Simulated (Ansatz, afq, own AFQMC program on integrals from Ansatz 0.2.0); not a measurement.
## AlSiH, singlet in 6-31G, levels against full CI

```xyz
3

Si    0.0000   -0.0360    1.1654
Al    0.0000   -0.0118   -1.2249
H     0.0000    1.3177    0.3154
```

Connectivity, by distances: SiH–Al.

Basis 6-31G. Noble-gas cores (and the filled d shells of Ga–Kr and In–Xe) are frozen. Integrals, coupled cluster, full CI and functionals: Ansatz 0.2.0; the random walks run on the same integrals in our own AFQMC program. The CISD trial takes its coefficients from CCSD amplitudes. Released means that phaseless walkers are propagated on without the constraint, phases kept. ± is one standard error of the sampling.

Determinant: RHF, the one that the program's search chose, which needn't be the lowest solution. The geometry is a PBE0/def2-TZVP stationary point of this or a neighbouring charge and spin state.

Full CI on the same integrals is exact in this basis and with this determinant's frozen core.

Cautions: another spin lies lower (by 607 meV); restricted determinant unstable towards unrestricted (UHF 1.26 eV lower, ⟨S²⟩ 1.05); the search met a lower determinant of the same kind, perhaps of another symmetry (379 meV lower), and this one is a saddle point; strong correlation (T1 0.051, weight of the determinant 0.80, largest double 0.16); the released energies are still falling, so no released level is given (meV from the phaseless value at times in 1/Eh: -8 ± 5 at 0.24, -10 ± 4 at 0.51, -15 ± 3 at 0.99, -21 ± 3 at 1.62, -29 ± 3 at 2.40); CCSDTQ on the UHF determinant differs (606 meV lower), perhaps since the unrestricted series falls towards higher spin.

```
T1 diagnostic                               : 0.0513
weight of the determinant in the CISD state : 0.799
size of the correlated space                : 8 electrons in 18 orbitals
```

```json
{"level": "MP2", "correlation energy (eV)": "-2.5313"}
{"level": "CCSD", "correlation energy (eV)": "-3.3244"}
{"level": "CCSD(T)", "correlation energy (eV)": "-3.4744"}
```

Estimate where full CI lies against CCSD(T) on the same integrals.

52.5 meV below CCSD(T).

Reference: full CI, correlation energy -3.527 eV. The cautions show a poor starting determinant, so the rows tell how each method copes with it here, and full CI is the sure value.

```csv
level,E − E(reference) (meV),share of correlation (%)
CCSD(T),52.5,98.51
CCSDT,28.2,99.20
CCSDT(Q),3.1,99.91
CCSDTQ,2.2,99.94
ph-AFQMC/CISD,52.5 ± 4.6,98.51
```

CCSDT and higher add their correlation energy to the determinant of the CCSD(T) run, since their own runs factorise the integrals more tightly (a shift of under 2 meV). A walk keeps the symmetry of its determinant, which the program's search chose and which needn't be the lowest solution, so a lower state of the same spin and another symmetry isn't excluded.
